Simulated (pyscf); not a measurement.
H₂N–SiH(NH₂)–NH₂ (SMILES N[SiH](N)N) + SiH₄ (SMILES [SiH4]) -> H₂N–SiH(NH₂)–NH₂ (SMILES N[SiH](N)N) + SiH₄ (SMILES [SiH4]) (four-centre exchange; singlet surface; H–N, H–Si broken, H–N, H–Si formed). Optimised with ωB97X-D3(BJ)/def2-SVP in PySCF. Energies in eV from the separated reactants.

```csv
level,barrier,reaction energy
ωB97X-D3(BJ)/def2-TZVP,2.24,0.00
PBE/def2-TZVP,1.95,0.00
B3LYP-D3(BJ)/def2-TZVP,2.13,0.00
M06-2X/def2-TZVP,[?],0.00
ωB97M-D3(BJ)/def2-TZVP,[?],0.00
HF/def2-TZVP,2.84,0.00
```

Q: Some entries are withheld; supply them.

A: 
- M06-2X/def2-TZVP, barrier: 2.25
- ωB97M-D3(BJ)/def2-TZVP, barrier: 2.18

The functionals in the table span 0.30 eV in this barrier, from PBE to M06-2X. The same reactants have a lower exit, to H₂N–SiH(NH₂)–NH–SiH₃ + H₂ (barrier +1.80 eV at ωB97M-D3(BJ)/def2-TZVP, against +2.18 eV here). This is the saddle that the search found; another between the same sides may lie lower.
